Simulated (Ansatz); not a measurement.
A nudged elastic band was laid between two geometries of CH5BO + H2 (10 atoms, charge 0, multiplicity 1).

These are results of RKS B3LYP-D4/cc-pVDZ in Ansatz 0.2.0, not measurements.

```json
{
  "movable images": "9",
  "climbing image": "yes",
  "spring": "5.0 eV/Å²",
  "optimiser": "quadratic models (default)",
  "start path": "through a guess of the saddle point",
  "force threshold": "0.05 eV/Å",
  "iteration limit": "60",
  "end points": "relaxed"
}
```

Initial state:

```xyz
10
Properties=species:S:1:pos:R:3
B -0.307 -0.320 -0.180
O -0.274 0.515 0.895
H -1.156 0.796 1.181
H 0.779 -0.694 -0.559
C -1.632 -0.769 -0.893
H -1.698 -1.872 -0.917
H -2.561 -0.379 -0.441
H -1.610 -0.454 -1.954
H 1.218 3.051 2.247
H 0.978 2.407 1.916
```

Final state:

```xyz
10
Properties=species:S:1:pos:R:3
B -0.062 0.456 -0.154
O -0.257 0.353 1.608
H -1.066 0.841 1.835
H 1.013 -0.104 -0.263
C -1.340 -0.307 -0.718
H -1.385 -1.371 -0.427
H -2.305 0.162 -0.443
H -1.301 -0.284 -1.823
H -0.030 1.667 -0.316
H 0.470 0.868 1.996
```

Task: Which bonds break or form, and what moves?

Result: Bonds broken: H9–H10. Bonds formed: B1–H9, O2–H10. CH5BO + H2 becomes CH7BO.

Task: Give the energies along the band, and the barrier.

Result: The run converged. The highest image is number 7 of 0 to 10, 42.4 kcal/mol above the first end and 21.2 kcal/mol above the last; the last end lies 21.2 kcal/mol above the first. Neighbouring images differ by up to 1.4 eV, so the band resolves the path poorly. A vibrational analysis at the climbing image gives one clearly imaginary mode, 1345i cm⁻¹: a first-order saddle point. The orbitals stay closed-shell, which can raise the energy where a bond breaks towards radicals; this wasn't checked here.

```csv
image,path coordinate (Å),energy (kcal/mol),H9–H10 (Å),B1–H9 (Å),O2–H10 (Å)
0,0.00,0.0,0.76,4.42,2.49
1,0.83,0.1,0.76,4.30,2.51
2,1.66,0.3,0.76,4.12,2.56
3,2.49,0.4,0.76,3.86,2.62
4,3.32,0.7,0.76,3.45,2.71
5,4.15,1.8,0.76,2.83,2.60
6,4.98,10.4,0.76,2.10,2.04
7,5.81,42.4,1.02,1.38,1.27
8,6.44,25.0,1.74,1.24,0.98
9,7.08,21.5,2.31,1.22,0.97
10,7.71,21.2,2.50,1.22,0.97
```

Task: What is the geometry of the highest image?

Result: 
```xyz
10
Properties=species:S:1:pos:R:3
B -0.006 0.221 0.095
O -0.113 0.324 1.692
H -1.051 0.302 1.938
H 1.066 -0.238 -0.205
C -1.335 -0.219 -0.642
H -1.522 -1.294 -0.463
H -2.236 0.333 -0.317
H -1.252 -0.093 -1.735
H 0.152 1.590 -0.029
H 0.033 1.355 0.960
```

Run time: 7 min on 1 thread of Arm Neoverse V2 (shared host), peak memory 0.13 GiB.
